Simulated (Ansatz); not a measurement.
We consider 1T (CdI2-type) PtS₂, described by PBE-D4 (PAW; Ansatz, a program for electronic structure).

Run with plane-wave cutoff 520 eV, 24×24×16 k mesh (along the axes of the cell as run), perturbation theory, scalar-relativistic PAW data made under PBE.

Computed at the level's own relaxed cell.

```cif
data_PtS2
_chemical_formula_sum 'Pt1 S2'
_space_group_name_H-M_alt 'P 1'
_space_group_IT_number 1
_cell_length_a 3.58390
_cell_length_b 3.58390
_cell_length_c 4.68654
_cell_angle_alpha 90.000
_cell_angle_beta 90.000
_cell_angle_gamma 120.000
loop_
_space_group_symop_operation_xyz
  'x, y, z'
loop_
_atom_site_label
_atom_site_type_symbol
_atom_site_fract_x
_atom_site_fract_y
_atom_site_fract_z
_atom_site_occupancy
Pt1 Pt 0.00000 0.00000 0.00000 1
S1 S 0.33333 0.66667 0.25760 1
S2 S 0.66667 0.33333 0.74240 1
```

Harmonic phonon frequencies (cm⁻¹; i marks an imaginary mode; at Γ without the LO shift):

```tsv
q point	frequencies
Γ	0 0 0 293 293 303 303 320 330
M	120 133 189 259 277 322 335 349 352
K	113 169 169 279 279 305 313 313 365
```

No imaginary mode appears at these points.

Note: the dispersion coefficients are held fixed in the derivatives.
